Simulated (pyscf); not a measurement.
`[BH]=[NH]` + `[SiH4]` -> `[BH2][NH][SiH3]`, an addition across a multiple bond or ene-type step (singlet surface; H–Si broken, B–H, N–Si formed). Structures and frequencies: ωB97X-D3(BJ)/def2-SVP in PySCF. Correlated levels are frozen-core, on RHF or UHF. ΔMP2 is the change of the MP2 total energy from the triple- to the quadruple-zeta basis. Energies in kJ/mol from the separated reactants.

AM1 to PM7: differences of heats of formation from MOPAC. 

Task: In single points PM3 puts the saddle at 116.3 kJ/mol and the reaction energy at -133.9 kJ/mol. Should these be trusted to within a few kcal/mol? Compare with CCSD(T)/def2-TZVPP + ΔMP2(QZVPP).

Result: CCSD(T)/def2-TZVPP + ΔMP2(QZVPP) gives ΔE‡ = 75.8 kJ/mol and ΔE = -175.1 kJ/mol. PM3 lies 40.5 kJ/mol over it in the barrier and 41.3 kJ/mol over it in the reaction energy, so on this step it does not hold to within 12.6 kJ/mol. CCSD(T)/def2-TZVPP + ΔMP2(QZVPP) has limits of its own. One saddle was located; it need not be the lowest between these sides. The CCSD(T) − MP2 part came from Ansatz, without density fitting, on the same reference.
